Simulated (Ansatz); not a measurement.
Two shapes of singlet CF4.

Shape 1:

```xyz
5

C     0.0393   -0.0309   -0.0016
F     0.7939    0.7959    0.7572
F     0.7448   -0.7668   -0.7124
F    -0.7321    0.7442   -0.7985
F    -0.7794   -0.7377    0.8000
```

Shape 2:

```xyz
5

C     0.0000    0.0000    0.0000
F     0.8204    0.8204    0.8204
F     0.8204   -0.8204   -0.8204
F    -0.8204    0.8204   -0.8204
F    -0.8204   -0.8204    0.8204
```

Basis set: 6-31G* (spherical functions). Correlated methods keep 5 orbitals frozen. Charge 0, multiplicity 1.

Computed with Ansatz (development build ahead of 0.2.0); each method stands on the lowest determinant of its kind that the runs found.

(1) Which shape is lower in energy, and by how much in each method?

Answers

(1)

| method | E(2) − E(1) (eV) |
| --- | --- |
| RHF | 1.294 |
| RHF-MP2 | 0.563 |

Shape 1 is lower. Caution: no unrestricted run beside it, a lower state can exist.
